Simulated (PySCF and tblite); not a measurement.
Values are calculated unless marked as measured or tabulated.
System: C3H7NS, numbered as in [CH2:1]1[CH2:2][S:3][CH2:4][NH:5]1.

For the pyramidal inversion at N5: electronic barrier 7.48 kcal/mol, zero-point change -1.37 kcal/mol, thermal and entropy terms at 250 K a further -0.05 kcal/mol (symmetry numbers apart). The minimum is C1, the saddle C1. The path came from a restrained scan, a climbing-image band and a saddle search at GFN2-xTB; energies are B3LYP/pcSseg-1 + D3(BJ)//PBE0-D3(BJ)/def2-SVP, thermal terms GFN2-xTB. Rates follow Eyring's equation with the number of equivalent paths and no tunnelling. (PySCF 2.14 with density fitting, tblite 0.8.)

(1) How many equivalent paths lead out of the minimum?

(2) Work out the rate at 250 K.

Answers

(1) 1: the symmetry number of the minimum is 1, that of the saddle displaced along its mode 1.

(2) ΔG‡ = 6.06 kcal/mol; k_B T/h = 5.2×10¹² s⁻¹; exp(−ΔG‡/RT) = 5×10⁻⁶; times 1 gives k = 2.6×10⁷ s⁻¹.
